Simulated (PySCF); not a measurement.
Work out the structure from these simulated measurements.

Formula: C2H4ClF.

- UV, first state: lowest singlet excitation: 7.36 eV (168 nm, f = 0.003) [TDDFT CAM-B3LYP/aug-cc-pVTZ]
- Rotational structure: rotational constants A, B, C: 30.293, 2.417, 2.304 GHz [PBE0-D3(BJ)/def2-TZVP]
- 1H NMR: chemical shifts (computed TMS as zero) by class: 4.43 (2 H), 3.57 (2 H) ppm [GIAO B97-2/pcSseg-2]
- Polarisability: 41.9 au [CAM-B3LYP/aug-cc-pVTZ]
- UV, strongest line: among the 10 lowest singlet transitions: S7 at 8.64 eV (144 nm, f = 0.051) [TDDFT CAM-B3LYP/aug-cc-pVTZ]
- Dipole: 0.07 D [CAM-B3LYP/aug-cc-pVTZ]
- Triplet: lowest triplet excitation (Tamm–Dancoff): 6.66 eV [TDA CAM-B3LYP/aug-cc-pVTZ]
- 13C NMR: chemical shifts (computed TMS as zero) by class: 86.7 (1 C), 45.8 (1 C) ppm [GIAO B97-2/pcSseg-2]
- NMR, other nuclei: isotropic shieldings of nuclei other than C and H, by class: 405 (1 F), 903 (1 Cl) ppm [GIAO B97-2/pcSseg-2]

The electronic properties come from PySCF, for the isolated species, density fitting. Levels stand in brackets. The structure is a single PBE0-D3(BJ)/def2-TZVP conformer in the gas phase; no vibrational or solvent corrections. Each NMR value is the plain mean over a class of atoms that symmetry, rotation or inversion makes alike.

Q: Propose a structure and show how it fits.

A: Numbering: `[F:1][CH2:2][CH2:3][Cl:4]`. Its formula, C2H4ClF, gives 0 degrees of unsaturation, so no ring and no π bond. 2 carbons fall into 2 classes; from least to most shielded: sp3 C–F carbon [C2] (86.7 ppm), sp3 C–Cl carbon [C3] (45.8 ppm). Hydrogen classes from least to most shielded: 2 H on an sp3 C–F carbon, C2 (4.43 ppm), 2 H on an sp3 C–Cl carbon, C3 (3.57 ppm). The other shieldings belong to: 405 ppm, alkyl fluorine [F1]; 903 ppm, alkyl chlorine [Cl4]. The optimised geometry has point group Cs and is an asymmetric top. Structure: `ClCCF`. Computed isomers that give other values at the same levels: `C[C@@H](F)Cl` (13C chemical shifts (computed TMS as zero) by class: 110.6 (1 C), 28.7 (1 C) ppm). The assignments are read from this structure; whether some other isomer fits the data as well wasn't checked.

Conformer computed: `[F:1][CH2:2][CH2:3][Cl:4]`: F1–C2–C3–Cl4 180°.
